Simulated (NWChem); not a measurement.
The numbers come from NWChem runs, not from measurements. System: CH (+1), charge 1, spin multiplicity 1, at a geometry optimised with PBE0/def2-SVP. The structure started from a generated list of species. Level: real-time TD-PBE/6-31G* (spherical d).

The NWChem input:

```
start mol
memory heap 200 mb stack 900 mb global 1100 mb
charge 1
geometry "system" units angstroms nocenter noautoz noautosym
  C      0.000000     0.000000     0.163891
  H      0.000000     0.000000    -0.983348
end
set geometry "system"
basis spherical
  * library 6-31g*
end
dft
  xc xpbe96 cpbe96
  semidirect memsize 60000000 filesize 0
  iterations 100
  convergence energy 1e-10 density 1e-9 gradient 1e-8
  tolerances tight
end
task dft energy
rt_tddft
  tmax 200.0
  dt 0.2
  tag "kick"
  print dipole
  field "kick"
    type delta
    polarization z
    max 0.0001
  end
  excite "system" with "kick"
end
task dft rt_tddft
```

Output (cleaned and shortened):

```
             Northwest Computational Chemistry Package (NWChem) 7.3.0
             --------------------------------------------------------

                                NWChem Input Module
                                -------------------

 Scaling coordinates for geometry "system" by  1.889725989
 (inverse scale =  0.529177249)

                              Geometry "system" -> ""
                              -----------------------

 Output coordinates in angstroms (scale by  1.889725989 to convert to a.u.)

  No.       Tag          Charge          X              Y              Z
 ---- ---------------- ---------- -------------- -------------- --------------
    1 C                    6.0000     0.00000000     0.00000000     0.16389100
    2 H                    1.0000     0.00000000     0.00000000    -0.98334800

 Effective nuclear repulsion energy (a.u.)       2.7675693504

            Nuclear Dipole moment (a.u.)
            ----------------------------
        X                 Y               Z
 ---------------- ---------------- ----------------
     0.0000000000     0.0000000000    -0.0000037795


 Summary of "ao basis" -> "" (spherical)
 ------------------------------------------------------------------------------
       Tag                 Description            Shells   Functions and Types
 ---------------- ------------------------------  ------  ---------------------
 *                           6-31g*                   on all atoms

  pbe96 is a nonlocal functional; adding pw91lda local functional.

                                 NWChem DFT Module
                                 -----------------

 Summary of "ao basis" -> "ao basis" (spherical)
 ------------------------------------------------------------------------------
       Tag                 Description            Shells   Functions and Types
 ---------------- ------------------------------  ------  ---------------------
 C                           6-31g*                  6       14   3s2p1d
 H                           6-31g*                  2        2   2s

 Summary of "ao basis" -> "ao basis" (spherical)
 ------------------------------------------------------------------------------
       Tag                 Description            Shells   Functions and Types
 ---------------- ------------------------------  ------  ---------------------
 C                           6-31g*                  6       14   3s2p1d
 H                           6-31g*                  2        2   2s

  itol2e modified to match energy
  convergence criterion.
  tol_rho modified to match energy
  convergence criterion.

            General Information
            -------------------
          SCF calculation type: DFT
          Wavefunction type:  closed shell.
          No. of atoms     :     2
          No. of electrons :     6
           Alpha electrons :     3
            Beta electrons :     3
          Charge           :     1
          Spin multiplicity:     1
          Use of symmetry is: off; symmetry adaption is: off
          Maximum number of iterations: 100
          AO basis - number of functions:    16
                     number of shells:     8
          Convergence on energy requested:  1.00D-10
          Convergence on density requested:  1.00D-09
          Convergence on gradient requested:  1.00D-08

              XC Information
              --------------
          PerdewBurkeErnzerhof Exchange Functional  1.000
            Perdew 1991 LDA Correlation Functional  1.000 local
           PerdewBurkeErnz. Correlation Functional  1.000 non-local

             Grid Information
             ----------------
          Grid used for XC integration:  medium
          Radial quadrature: Mura-Knowles
          Angular quadrature: Lebedev.
          Tag              B.-S. Rad. Rad. Pts. Rad. Cut. Ang. Pts.
          ---              ---------- --------- --------- ---------
          C                   0.70       49           6.0       434
          H                   0.35       45           6.0       434
          Grid pruning is: on
          Number of quadrature shells:    94
          Spatial weights used:  Erf1

          Convergence Information
          -----------------------
          Convergence aids based upon iterative change in
          total energy or number of iterations.
          Levelshifting, if invoked, occurs when the
          HOMO/LUMO gap drops below (HL_TOL):  1.00D-02
          DIIS, if invoked, will attempt to extrapolate
          using up to (NFOCK): 10 stored Fock matrices.

                    Damping( 0%)  Levelshifting(0.5)       DIIS
                  --------------- ------------------- ---------------
          dE  on:    start            ASAP                start
          dE off:    2 iters        100 iters           100 iters

      Screening Tolerance Information
      -------------------------------
          Density screening/tol_rho:  1.00D-13
          AO Gaussian exp screening on grid/accAOfunc:  23
          CD Gaussian exp screening on grid/accCDfunc:  20
          XC Gaussian exp screening on grid/accXCfunc:  20
          Schwarz screening/accCoul:  1.00D-11

      Superposition of Atomic Density Guess
      -------------------------------------

 Sum of atomic energies:         -38.15848669

 Renormalizing density from       7.00 to      6

      Non-variational initial energy
      ------------------------------

 Total energy =     -34.054650
 1-e energy   =     -48.261595
 2-e energy   =      11.439375
 HOMO         =      -0.786483
 LUMO         =      -0.623227

------------------------------------------------------------
[...]
                           NWChem Real-Time TDDFT Module
                           -----------------------------

 Summary of "ao basis" -> "ao basis" (spherical)
 ------------------------------------------------------------------------------
       Tag                 Description            Shells   Functions and Types
 ---------------- ------------------------------  ------  ---------------------
 C                           6-31g*                  6       14   3s2p1d
 H                           6-31g*                  2        2   2s

  The DFT is already converged

         Total DFT energy =    -38.013796076790

            General Information
            -------------------
          SCF calculation type: DFT
          Wavefunction type:  closed shell.
          No. of atoms     :     2
          No. of electrons :     6
           Alpha electrons :     3
            Beta electrons :     3
          Charge           :     1
          Spin multiplicity:     1
          Use of symmetry is: off; symmetry adaption is: off
          Maximum number of iterations: 100
          AO basis - number of functions:    16
                     number of shells:     8
          Convergence on energy requested:  1.00D-10
          Convergence on density requested:  1.00D-09
          Convergence on gradient requested:  1.00D-08

              XC Information
              --------------
          PerdewBurkeErnzerhof Exchange Functional  1.000
            Perdew 1991 LDA Correlation Functional  1.000 local
           PerdewBurkeErnz. Correlation Functional  1.000 non-local

             Grid Information
             ----------------
          Grid used for XC integration:  medium
          Radial quadrature: Mura-Knowles
          Angular quadrature: Lebedev.
          Tag              B.-S. Rad. Rad. Pts. Rad. Cut. Ang. Pts.
          ---              ---------- --------- --------- ---------
          C                   0.70       49           6.0       434
          H                   0.35       45           6.0       434
          Grid pruning is: on
          Number of quadrature shells:    94
          Spatial weights used:  Erf1

          Convergence Information
          -----------------------
          Convergence aids based upon iterative change in
          total energy or number of iterations.
          Levelshifting, if invoked, occurs when the
          HOMO/LUMO gap drops below (HL_TOL):  1.00D-02
          DIIS, if invoked, will attempt to extrapolate
          using up to (NFOCK): 10 stored Fock matrices.

                    Damping( 0%)  Levelshifting(0.5)       DIIS
                  --------------- ------------------- ---------------
          dE  on:    start            ASAP                start
          dE off:    2 iters        100 iters           100 iters

      Screening Tolerance Information
      -------------------------------
          Density screening/tol_rho:  1.00D-13
          AO Gaussian exp screening on grid/accAOfunc:  23
          CD Gaussian exp screening on grid/accCDfunc:  20
          XC Gaussian exp screening on grid/accXCfunc:  20
          Schwarz screening/accCoul:  1.00D-11

 *************************
 * Closed-shell RT-TDDFT *
 *************************

 Geometry               Atoms      Basis func.   Nuc. charge          Nuc. dip. mom.
 -----------------------------------------------------------------------------------------
 *system               2 (100% )    16 (100% )      7.00        0.00      0.00     -0.00

=============== Geometry Initialization ===============
  Active geometry: "system"
  No linear dependencies
  Number of atomic orbitals    = 16
  Number of molecular orbitals = 16
=======================================================

             System parameters
             -----------------
     No. atoms              : 2
     Wavefunction type      : restricted
     No. alpha electrons    : 3
     No. beta electrons     : 3
     Total no. electrons    : 6
     System charge          : 1

               2e integrals
               ------------
     tol2e for real part of Fock matrix:  1.0000E-11
     tol2e for imag part of Fock matrix:  1.0000E-13

                    Propagation parameters
                    ----------------------
     End time (tmax)       :  2.0000E+02 au =  4.8378E+00 fs
     Time step (dt)        :  2.0000E-01 au =  4.8378E-03 fs
     No. time steps (nt)   : 1000
     Progagation method    : 2nd order Magnus w/ self-consistent interpolation
     Exponentiation method : Adaptive contractive power series

                        Tolerances
                        ----------
     Zero / comparison / check tolerance  :  1.0000E-08
     Series convergence tolerance         :  1.0000E-10
     Interpolation convergence tolerance  :  1.0000E-07
     Reqd no. zero terms in series        : 3
     Reqd no. zero terms in interpolation : 1

                Output and checking parameters
                ------------------------------
     Quantites to print : messages, dipole, field, energy, <S^2>
     No. print points   : 1000 (once every 1 time steps)
     No. checks         : 10 (once every 100 time steps)
     No. restart points : 100 (once every 10 time steps)
     Checking level     : 1 (checkpoints only)
     Profiling          : No

 Dipole and quadrupole matrices
 ------------------------------
     Center of mass = ( 0.0000E+00,  0.0000E+00,  1.4174E-01)
     norm[D_x]  =  1.2173E+00
     norm[D_y]  =  1.2173E+00
     norm[D_z]  =  1.8583E+00
     norm[Q_xx] =  4.4454E+00
     norm[Q_xy] =  1.4818E+00
     norm[Q_xz] =  1.4818E+00
     norm[Q_yy] =  4.4454E+00
     norm[Q_yz] =  1.4818E+00
     norm[Q_zz] =  5.0032E+00

         Applied fields
         --------------

               "kick"
     Type            : delta
     Polarization    : z
     Field maximum   :  1.0000E-04 au =  5.1421E-02 V/nm

        Excitation rules
        ----------------
     Excite geometry "system" with "kick"

                             Closed shell propagation
                             ------------------------

****************************** WARNING ******************************
  Starting movecs not specified--trying SCF output:
   ./mol.movecs
*********************************************************************

     File name              : ./mol.movecs
     Job title              :
     Basis set name         : ao basis
     SCF type               : dft
     Atomic orbitals        : 16
     Molecular orbitals     : 16

   Vector      Occupation     Eigenvalue [au]
 --------------------------------------------
         1        2.00       -1.05245935E+01
         2        2.00       -9.93255047E-01
         3        2.00       -6.70455022E-01
         4        0.00       -5.91407026E-01
         5        0.00       -5.91407026E-01
         6        0.00       -2.37672661E-01
         7        0.00        1.41290972E-01
         8        0.00        1.41290972E-01
         9        0.00        1.89987710E-01
        10        0.00        2.57081378E-01
        11        0.00        4.47399783E-01
        12        0.00        1.14880953E+00
        13        0.00        1.14880953E+00
        14        0.00        1.16387073E+00
        15        0.00        1.16387096E+00
        16        0.00        1.56337337E+00

kick      0.00000        ### Propagation started ###
kick      0.00000        ### Checks passed ###
kick      0.00000   0.000000000000E+000   0.000000000000E+000   1.000000000000E-004     # Applied E-field [system] (alpha spin)
kick      0.00000   0.000000000000E+000   0.000000000000E+000   1.000000000000E-004     # Applied E-field [system] (beta spin)
kick      0.00000   2.767569350413E+000     # Enuc
kick      0.00000  -5.343665179904E+001     # Ecore
kick      0.00000   1.786461340211E+001     # Ecoul
kick      0.00000  -5.209327030279E+000     # Exc(1)
kick      0.00000   0.000000000000E+000     # Exc(2)
kick      0.00000  -3.801379607679E+001     # Etot
kick      0.00000   2.131628207280E-014     # Eadded
kick      0.00000  -3.923998602562E-016   1.171991719751E-014  -5.517344531567E-001     # Dipole moment [system]
kick      0.00000        ### Saved restart file ###
kick      0.00000   1.196831078687E-009     # Magnus interpol (matrix 1 of 1)
kick      0.00000                     2     # Magnus total interpolations
kick      0.20000   0.000000000000E+000   0.000000000000E+000   0.000000000000E+000     # Applied E-field [system] (alpha spin)
kick      0.20000   0.000000000000E+000   0.000000000000E+000   0.000000000000E+000     # Applied E-field [system] (beta spin)
kick      0.20000   2.767569350413E+000     # Enuc
kick      0.20000  -5.343665104460E+001     # Ecore
kick      0.20000   1.786461253658E+001     # Ecoul
kick      0.20000  -5.209326918978E+000     # Exc(1)
kick      0.20000   0.000000000000E+000     # Exc(2)
kick      0.20000  -3.801379607659E+001     # Etot
kick      0.20000   2.028031076406E-010     # Eadded
kick      0.20000  -3.529031488116E-016   1.155155540186E-014  -5.517303783216E-001     # Dipole moment [system]
kick      0.20000   1.194909282631E-009     # Magnus interpol (matrix 1 of 1)
kick      0.20000                     2     # Magnus total interpolations
kick      0.40000   0.000000000000E+000   0.000000000000E+000   0.000000000000E+000     # Applied E-field [system] (alpha spin)
kick      0.40000   0.000000000000E+000   0.000000000000E+000   0.000000000000E+000     # Applied E-field [system] (beta spin)
kick      0.40000   2.767569350413E+000     # Enuc
...
kick     28.80000   1.691036369654E-015  -6.396168592346E-015  -5.517070129584E-001     # Dipole moment [system]
kick     28.80000   6.740830116314E-012     # Magnus interpol (matrix 1 of 1)
kick     28.80000                     2     # Magnus total interpolations
kick     29.00000   0.000000000000E+000   0.000000000000E+000   0.000000000000E+000     # Applied E-field [system] (alpha spin)
kick     29.00000   0.000000000000E+000   0.000000000000E+000   0.000000000000E+000     # Applied E-field [system] (beta spin)
kick     29.00000   2.767569350413E+000     # Enuc
kick     29.00000  -5.343665751194E+001     # Ecore
kick     29.00000   1.786462035174E+001     # Ecoul
kick     29.00000  -5.209328266826E+000     # Exc(1)
kick     29.00000   0.000000000000E+000     # Exc(2)
kick     29.00000  -3.801379607662E+001     # Etot
kick     29.00000   1.73592695
```
